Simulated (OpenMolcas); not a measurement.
# triplet SiH3OF: levels of theory compared

Wanted: a comparison of 5 runs (UHF/3-21G, UB3LYP/6-31G*, UM06-2X/aug-cc-pVDZ, UM06-L/aug-cc-pVDZ) of triplet SiH3OF. 

Program for the calculation: OpenMolcas 26.06.

**1. The structure to begin with**

SiH3OF has 6 atoms, charge 0, and is taken as a triplet. SMILES of the parent species: `O[SiH2]F`. The coordinates come from a PBE0-D4/def2-TZVP relaxation. This is one conformer, not always the lowest. That shape belongs to the parent species and isn't relaxed for this state.

Bond lengths: O1–Si2 1.630 Å, Si2–F3 1.596 Å, O1–H4 0.958 Å, Si2–H5 1.474 Å, Si2–H6 1.482 Å. Angles: O1–Si2–F3 111.0°, O1–Si2–H5 106.4°, O1–Si2–H6 111.7°, F3–Si2–H5 108.2°, F3–Si2–H6 106.0°, Si2–O1–H4 119.1°, H5–Si2–H6 113.7°.

**2. A single-point energy at UHF/3-21G (run 1)**

mol.xyz

```xyz
6

O     -0.853500    -0.209200    -0.924100
Si     0.378300    -0.009300     0.123900
F      0.180800    -0.922800     1.417800
H     -1.714200     0.150200    -0.705600
H      1.595600    -0.458500    -0.575800
H      0.455100     1.385600     0.617600
```

calc.inp

```
* FH3OSi Hartree-Fock

&gateway
 baslib
 $CurrDir
 coord
 mol.xyz
 basis
 3-21G
 group
 NoSym

&seward

&scf
 uhf
 spin
 3
 thresholds
 1e-10 1e-07 1e-07 1e-05
 prorbitals
 0
```

The basis set 3-21G is read from a file made from the Basis Set Exchange's data (not shown).

On the command line:

```
$ export MOLCAS_MEM=1860
$ pymolcas calc.inp > calc.log
```

What it wrote:

```text
--- Start Module: gateway ---
[...]
--- Stop Module: gateway /rc=_RC_ALL_IS_WELL_ ---
--- Start Module: seward ---
[...]
      Basis functions           37
--- Stop Module: seward /rc=_RC_ALL_IS_WELL_ ---
--- Start Module: scf ---
[...]
       Convergence after  33 Iterations
[...]
::    Total SCF energy                               -462.2867338721
[...]
      Total spin, S                                     1.0012740449
[...]
      Total electronic charge=   34.000000
      Total            charge=   -0.000000
[...]
      Dipole Moment (debye):
      Origin of the operator (angstrom)=    0.0107   -0.3039    0.2266
                   X=  5.9266E-01               Y=  9.2652E-01               Z= -1.6543E+00           Total=  1.9865E+00
      Quadrupole Moment (debye*angstrom):
[...]
--- Stop Module: scf /rc=_RC_ALL_IS_WELL_ ---
[...]
```

It took 1.7 s on 1 thread of Intel Xeon 6975P-C (Granite Rapids), shared host; peak memory 0.37 GiB.

**3. A single-point energy at UB3LYP/6-31G(d) (spherical functions) (run 2)**

run.inp

```
* FH3OSi Kohn-Sham DFT

&GATEWAY
 BasLib = $CurrDir
 Coord
 6
 angstrom
 O       -0.853500      -0.209200      -0.924100
 Si       0.378300      -0.009300       0.123900
 F        0.180800      -0.922800       1.417800
 H       -1.714200       0.150200      -0.705600
 H        1.595600      -0.458500      -0.575800
 H        0.455100       1.385600       0.617600
 Basis = 6-31Gs
 Group = NoSym

&SEWARD
 GridInput
 Grid=UltraFine
 End of Grid

&SCF
 UHF
 Spin = 3
 KSDFT = B3LYP
 Thresholds = 1e-10 1e-07 1e-07 1e-05
 PrOrbitals = 1 2
```

The basis set 6-31G* is read from a file made from the Basis Set Exchange's data (not shown).

On the command line:

```
$ export MOLCAS_MEM=1860
$ pymolcas run.inp > run.log
```

What it wrote:

```text
--- Start Module: gateway ---
[...]
--- Stop Module: gateway /rc=_RC_ALL_IS_WELL_ ---
--- Start Module: seward ---
[...]
      Basis functions           52
--- Stop Module: seward /rc=_RC_ALL_IS_WELL_ ---
--- Start Module: scf ---
[...]
       Convergence after  29 Iterations
[...]
::    Total KS-DFT energy                            -466.1506460730
[...]
      Total spin, S                                     1.0020540666
[...]
      Total electronic charge=   34.000000
      Total            charge=   -0.000000
[...]
      Dipole Moment (debye):
      Origin of the operator (angstrom)=    0.0107   -0.3039    0.2266
                   X=  4.9498E-01               Y=  1.2016E+00               Z= -5.1552E-01           Total=  1.3981E+00
      Quadrupole Moment (debye*angstrom):
[...]
--- Stop Module: scf /rc=_RC_ALL_IS_WELL_ ---
[...]
```

It took 21 s on 1 thread of Intel Xeon 6975P-C (Granite Rapids), shared host; peak memory 0.38 GiB.

Runs 3 to 4 aren't shown in full; the table further down has their settings and results.

**4. The energy at UM06-L/aug-cc-pVDZ (run 5)**

coord.xyz

```xyz
6

O     -0.853500    -0.209200    -0.924100
Si     0.378300    -0.009300     0.123900
F      0.180800    -0.922800     1.417800
H     -1.714200     0.150200    -0.705600
H      1.595600    -0.458500    -0.575800
H      0.455100     1.385600     0.617600
```

test.input

```
>>> EXPORT MOLCAS_PRINT=2

&GATEWAY
  BasLib=$CurrDir
  Coord=coord.xyz
  Basis=aug-cc-pVDZ
  Group=NoSym

&SEWARD
  GridInput
  Grid=UltraFine
  End of Grid

&SCF
  UHF
  Spin=3
  KSDFT=M06L
  Thresholds=1e-10 1e-07 1e-07 1e-05
  PrOrbitals=1 1
```

The basis set aug-cc-pVDZ is read from a file made from the Basis Set Exchange's data (not shown).

On the command line:

```
$ export MOLCAS_MEM=1860
$ pymolcas test.input > test.log
```

What it wrote:

```text
--- Start Module: gateway ---
[...]
--- Stop Module: gateway /rc=_RC_ALL_IS_WELL_ ---
--- Start Module: seward ---
[...]
      Basis functions          100
--- Stop Module: seward /rc=_RC_ALL_IS_WELL_ ---
[...]
--- Start Module: scf ---
[...]
       Convergence after  34 Iterations
[...]
::    Total KS-DFT energy                            -466.1714597064
[...]
      Total spin, S                                     1.0019201188
[...]
      Total electronic charge=   34.000000
      Total            charge=   -0.000000
[...]
      Dipole Moment (debye):
      Origin of the operator (angstrom)=    0.0107   -0.3039    0.2266
                   X=  3.2288E+00               Y=  1.2060E-01               Z= -3.8598E-01           Total=  3.2540E+00
      Quadrupole Moment (debye*angstrom):
[...]
--- Stop Module: scf /rc=_RC_ALL_IS_WELL_ ---
[...]
```

It took 1.8 min on 1 thread of Intel Xeon 6975P-C (Granite Rapids), shared host; peak memory 0.56 GiB.

**5. Overview of the runs**

```
run                                level  integration grid  Cartesian functions  energy (Eh)  dipole moment (D)  HOMO energy (eV)   ⟨S²⟩  wall time
  1                            UHF/3-21G                 –                   no  -462.286734               1.99             -3.64  2.004      1.7 s
  2  UB3LYP/6-31G* (spherical functions)         UltraFine                   no  -466.150646               1.40             -1.50  2.006       21 s
  3  UB3LYP/6-31G* (Cartesian functions)         UltraFine                  yes  -466.156679               1.36             -1.55  2.006       31 s
  4                  UM06-2X/aug-cc-pVDZ         UltraFine                   no  -466.099712               3.51             -3.35  2.012      2 min
  5                   UM06-L/aug-cc-pVDZ         UltraFine                   no  -466.171460               3.25             -1.88  2.006    1.8 min
```

**6. Outcome**

| quantity | value |
| --- | --- |
| run 5: total energy | -466.17146 Eh |
| run 5: dipole moment | 3.25 D |
| run 5: HOMO energy (highest over α and β) | -1.88 eV |
| run 5: ⟨S²⟩ | 2.006 |

**Reading.** The dipole moment (its size) runs from 1.36 D (UB3LYP/6-31G*) to 3.51 D (UM06-2X/aug-cc-pVDZ). The two ends differ in method and basis. Totals of different functionals can't be ranked against each other. All runs together took 4.7 min, the longest 2 min.
